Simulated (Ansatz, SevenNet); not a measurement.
**How well does each level of theory give the lattice constant a of rock-salt NbC?**

Reference value: 4.47 Å (measured, temperature not stated, no zero-point or thermal correction; as tabulated in Zhang et al. (2018), doi:10.1088/1367-2630/aac7f0).

```
level (code)           value (Å)  difference (%)
---------------------  ---------  --------------
SevenNet-l3i5              4.505           +0.78
LDA (Ansatz)               4.427           -0.96
PBE (Ansatz)               4.485           +0.34
PBEsol (Ansatz)            4.450           -0.45
PBE-D3(BJ) (Ansatz)        4.450           -0.45
PBE-D4 (Ansatz)            4.460           -0.22
rVV10 (Ansatz)             4.516           +1.03
PBE0 (Ansatz)              4.452           -0.40
Hartree–Fock (Ansatz)      4.489           +0.43
```

The reference's temperature isn't stated, so close values are not ranked against it.

The measured value isn't corrected to a static lattice, so vibrations enter the comparison. A static lattice is as a rule a little smaller than the measured one.  PBE0, Hartree–Fock: the run has no spin polarisation, so it can have missed a magnetic state. Cutoffs and k meshes differ between the levels. Ansatz's density-functional and Hartree–Fock values are scalar-relativistic unless marked +SOC, with PAW data made under PBE.

Machine-learned potentials (SevenNet-l3i5) are trained on DFT data: a solid inside that data is no test of them.

Differences are worked out from the printed values.

Ansatz is a program for electronic structure.
